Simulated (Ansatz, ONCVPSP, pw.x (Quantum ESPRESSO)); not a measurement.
# What a changed setting does to a pw.x run (fcc Sr)

Potential: optimised norm-conserving Vanderbilt (ONCV), ONCVPSP 4.0.1.1 (patched build), PBE; core [Ar] 3d10, reference 4s2 4p6 5s2; waves: 4s+5s: rc 2.60 bohr, ncon 3, nbas 8, qcut 5.6 1/bohr, 2 projectors; 4p: rc 2.00 bohr, ncon 5, nbas 8, qcut 6.8 1/bohr, 2 projectors, debl 3.2 Ha; d scattering state at 0.04 Ha: rc 2.00 bohr, ncon 4, nbas 8, qcut 4.6 1/bohr, local; f scattering state at 0.14 Ha: rc 2.45 bohr, ncon 5, nbas 9, qcut 4.7 1/bohr, 3 projectors, debl 1.8 Ha; local part: the d channel; core correction: none. In the d channel the program set the typed energies aside and used 0.050 Ha.

The reference run (k-mesh 10³, cutoffs 50/200 Ry, Fermi–Dirac 0.01 Ry, mixing_beta 0.4, conv_thr 1e-9, no spin) gives 0.04 GPa at 55.145 Å³/atom, where all-electron LAPW gives 0.01 GPa. This run, with its own iteration cap, changes degauss to 0.02.

```
&control
  calculation='scf', prefix='x', pseudo_dir='./', outdir='./tmp', tstress=.true., disk_io='none'
/
&system
  ibrav=0, nat=1, ntyp=1, ecutwfc=50, ecutrho=200, nbnd=12,
  occupations='smearing', smearing='fd', degauss=0.02
/
&electrons
  conv_thr=1e-09, mixing_beta=0.4, electron_maxstep=50
/
ATOMIC_SPECIES
Sr 1.0 Sr.UPF
CELL_PARAMETERS angstrom
  0.00000000 3.02105558 3.02105558
  3.02105558 0.00000000 3.02105558
  3.02105558 3.02105558 0.00000000
ATOMIC_POSITIONS crystal
Sr 0.0000 0.0000 0.0000
K_POINTS automatic
10 10 10 0 0 0
```

```bash
pw.x < Sr.scf.in > Sr.scf.out
```

Task: How does the run end?

Result: It converges in 7 iterations; the free energy moves by -120.3 meV/atom and the pressure by +0.10 GPa. In a metal, with Fermi–Dirac smearing, F lies below its zero-width value by a term in the square of the width.

```
Message from routine setup:
     using ibrav=0 with symmetry is DISCOURAGED, use correct ibrav instead
     lattice parameter (alat)  =       8.0737  a.u.
     unit-cell volume          =     372.1369 (a.u.)^3
     number of electrons       =        10.00
     number of Kohn-Sham states=           12
     kinetic-energy cutoff     =      50.0000  Ry
     charge density cutoff     =     200.0000  Ry
     scf convergence threshold =      1.0E-09
     Exchange-correlation= PBE
     number of k points=    47  Fermi-Dirac smearing, width (Ry)=  0.0200
     iteration #  1     ecut=    50.00 Ry     beta= 0.40
     c_bands:  1 eigenvalues not converged
     total energy              =     -62.01841565 Ry
     estimated scf accuracy    <       0.00094351 Ry
     iteration #  2     ecut=    50.00 Ry     beta= 0.40
     total energy              =     -62.01860376 Ry
     estimated scf accuracy    <       0.00033914 Ry
     iteration #  3     ecut=    50.00 Ry     beta= 0.40
     total energy              =     -62.01862429 Ry
     estimated scf accuracy    <       0.00000638 Ry
     iteration #  4     ecut=    50.00 Ry     beta= 0.40
     c_bands:  1 eigenvalues not converged
     total energy              =     -62.01862551 Ry
     estimated scf accuracy    <       0.00000020 Ry
     iteration #  5     ecut=    50.00 Ry     beta= 0.40
     total energy              =     -62.01862556 Ry
     estimated scf accuracy    <       0.00000004 Ry
     iteration #  6     ecut=    50.00 Ry     beta= 0.40
     total energy              =     -62.01862556 Ry
     estimated scf accuracy    <          1.9E-09 Ry
     iteration #  7     ecut=    50.00 Ry     beta= 0.40
     the Fermi energy is     4.9447 ev
!    total energy              =     -62.01862556 Ry
     estimated scf accuracy    <          1.2E-10 Ry
     smearing contrib. (-TS)   =      -0.02371558 Ry
     The total energy is F=E-TS. E is the sum of the following terms:
     one-electron contribution =     -27.65936673 Ry
     hartree contribution      =      14.38297870 Ry
     xc contribution           =      -8.56360816 Ry
     ewald contribution        =     -40.15491379 Ry
     convergence has been achieved in   7 iterations
          total   stress  (Ry/bohr**3)                   (kbar)     P=        1.36
     Message from routine punch:
     Nothing written, as per user request (disk_io='none')
```

The run took about 19 s on one core of a shared host (Neoverse-V2, 96 threads, 742 GiB, load 58).
